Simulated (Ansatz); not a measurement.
ClH4PSi, SMILES `P[SiH2]Cl`, relaxed with RKS PBE0-D4/def2-TZVP in Ansatz 0.2.0 from a PBE-D4/def2-SVP geometry. The force threshold is 0.005 eV/Å; the program also tests the step.

Total charge 0; spin multiplicity 1.

Start:

```xyz
7

P     1.508   -0.179   -0.300
Si   -0.720   -0.267    0.140
Cl   -0.931   -0.734    2.161
H     1.650    1.087    0.376
H     1.282    0.452   -1.580
H    -1.326   -1.371   -0.678
H    -1.463    1.013   -0.119
```

Problem. By how much does the energy fall, and how many steps does the optimiser take? (Estimate.)

Solution. Computed: 2.76 kJ/mol, in 6 steps.

Problem. Which bonds change most? (Estimate.)

Solution. Computed: P1–Si2 from 2.273 to 2.245 Å; Si2–Cl3 from 2.085 to 2.058 Å; P1–H4 from 1.442 to 1.421 Å; P1–H5 from 1.444 to 1.424 Å.

Problem. Give the relaxed structure. (Estimate.)

Solution. The calculation gave: 
```xyz
7

P     1.497   -0.158   -0.276
Si   -0.705   -0.262    0.147
Cl   -0.953   -0.762    2.128
H     1.629    1.119    0.333
H     1.267    0.389   -1.569
H    -1.304   -1.336   -0.683
H    -1.432    1.010   -0.080
```
